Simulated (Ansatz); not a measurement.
Diamond

These are r²SCAN in Ansatz (plane waves, PAW) values and carry that method's errors.

Numerical settings: plane-wave cutoff 500 eV, 2×2×2 k mesh, gaussian smearing 0.02 eV, cell of 216 sites, scalar-relativistic PAW data made under PBE.

Cell: relaxed at this level.

```
Property                                      Value
------------------------------------------  -------
vacancy formation energy                    7.49 eV
vacancy formation energy before relaxation  8.29 eV
```

Note: the vacancy is neutral, without spin, and relaxed from the ideal cell, whose symmetry can bar a Jahn–Teller distortion; the defect's distortion and the cell size are not converged; energies are extrapolated to zero smearing, and mesh and cell size move such values by some tenths of an eV.

Static lattice: no zero-point or thermal effects.

Ansatz is a program for electronic structure.
